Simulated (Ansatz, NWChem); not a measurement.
Heat of formation of C2H5N (aziridine) from total energies

C2H5N: 8 atoms, total charge 0, spin state singlet. As SMILES, `C1CN1`. The coordinates come from a PBE0-D4/def2-TZVP relaxation.

Total energies at HF/def2-SVPD (NWChem 7.3.0); the atoms run unrestricted:

| species | state | energy (Eh) |
| --- | --- | --- |
| C2H5N | singlet | -132.950764 |
| C | triplet | -37.646258 |
| N | quartet | -54.337261 |
| H | doublet | -0.499278 |

Harmonic wavenumbers at PBE0-D4/def2-TZVP, in cm⁻¹: 780, 903, 908, 922, 1005, 1117, 1122, 1153, 1255, 1271, 1308, 1491, 1527, 3125, 3131, 3205, 3219, 3544.

Measured heats of formation of the gaseous atoms at 298.15 K, in kJ/mol: C 716.9, N 472.4, H 218.0. Take 1 Eh = 2625.50 kJ/mol, 1 cm⁻¹ = 0.0119627 kJ/mol, RT = 2.479 kJ/mol.

Q: Work out the heat of formation of the gas at 298 K.

A: 
1. Electronic atomisation energy: 2 × (-37.646258) + (-54.337261) + 5 × (-0.499278) − (-132.950764) = 0.824597 Eh = 2165.0 kJ/mol.
2. Zero-point energy: half the sum of the wavenumbers, 15493 cm⁻¹ = 185.3 kJ/mol.
3. Thermal vibrational enthalpy, Σ hcν̃/(exp(hcν̃/kT) − 1): 1.0 kJ/mol. Translation, rotation and pV of a non-linear molecule: 4 RT = 9.9 kJ/mol.
4. The 8 free atoms carry 5/2 RT each: 49.6 kJ/mol.
5. Atomisation enthalpy at 298 K: 2165.0 − 185.3 − 1.0 − 9.9 + 49.6 = 2018.4 kJ/mol.
6. Sum of the atoms' heats of formation: 2996.2 kJ/mol. Heat of formation: 2996.2 − 2018.4 = +977.8 kJ/mol.

The tabulated value is +126.5 kJ/mol (CRC Handbook of Chemistry and Physics), so this level is off by +851.3 kJ/mol, or 29.7 % of the atomisation enthalpy that the table implies (2869.7 kJ/mol). Hartree–Fock leaves out correlation, which is larger in the molecule than in the atoms, so it underbinds and puts the heat of formation too high. Anharmonicity and any spin-orbit splitting of the molecule are left out.
